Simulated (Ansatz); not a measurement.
**MgF+ (triplet): wave-function methods side by side, 6-31G**

One table from this session's results is given with a row withheld; the runs are named, their logs left out.

Program: Ansatz 0.2.0, Gaussian basis. Level of theory: 6-31G, core rule «outside noble gas», up to 6 orbitals frozen. These are calculated values, not measurements.

Plan: UHF; CCSD(T) on ROHF; CCSD(T) on UHF; BCCD(T) on ROHF; CISD; CCSDT(Q) on ROHF; CCSDT(Q) on UHF; CISDTQ; CCSDTQ on ROHF; CCSDTQ on UHF; Full CI.

9 further runs of the same task are left out: 4 for a known fault of the program, 2 that didn't finish, 3 set aside as unsound or not needed.

## What is computed

The geometry is a PBE0/def2-TZVP stationary point (not a proven minimum) of the parent state, kept for this charge and spin.

2 atoms, charge 1, spin multiplicity 3.

Atoms are counted from 1 here; the program's logs count them from 0.

Bond lengths: F1–Mg2 1.700 Å.

The first run:

in.yaml reads:

```yaml
crystal:
  periodic: [false, false, false]
  atoms:
    - {symbol: F, position_ang: [0.000000, 0.000000, 0.000000]}
    - {symbol: Mg, position_ang: [0.000000, 0.000000, 1.699800]}
basis:
  gaussian: {orbitals: 6-31G}
total_charge: 1
magnetization: {spin_polarized: true, initial_magnetization: 2}
hamiltonian: {xc: hf}
output: {orbitals: {seedname: orbitals}}
```

The run is started by

```console
> ansatz run in.yaml --threads 1 --pin off --events-out ev --progress --plain --max-ram 2393MiB
```

Among the steps run: UHF; CCSD(T) on ROHF; CCSD(T) on UHF; BCCD(T) on ROHF; CISD; CCSDT(Q) on ROHF; CCSDT(Q) on UHF; CISDTQ; CCSDTQ on ROHF; CCSDTQ on UHF; Full CI.

One of the session's tables, all rows but one given; the rest of the session is left out.

It belongs to the step «Misses and costs». 

```
   method  from FCI (meV)
     ROHF         +2387.7
      UHF         +2364.5
     RMP2          +197.3
     UMP2          +189.2
    RCCSD           +21.5
    UCCSD           +20.0
 RCCSD(T)            +3.8
 UCCSD(T)            +2.5
  BCCD(T)            +3.6
   RCCSDT               ?
   UCCSDT            -0.2
RCCSDT(Q)            +0.1
UCCSDT(Q)            -1.4
  RCCSDTQ             0.0
  UCCSDTQ            -1.4
      FCI               0
```

**Question.** Estimate the row for RCCSDT.

The run gave: from FCI (meV): +1.2. In the column «from FCI (meV)» it lies between RCCSDT(Q) (+0.1) and UCCSD(T) (+2.5).

Not comparable, so not listed: CISD; CISDTQ (they don't share determinant, frozen orbitals or solution with the rows shown, or repeat one).

Limits of these values: Levels on UHF freeze UHF's core orbitals, full CI those of ROHF, so the U rows can settle a little off it for that reason alone. Restricted and unrestricted rows rest on different reference determinants; where their highest levels disagree by more than a few hundredths of an eV, they describe different states and don't form one ladder.
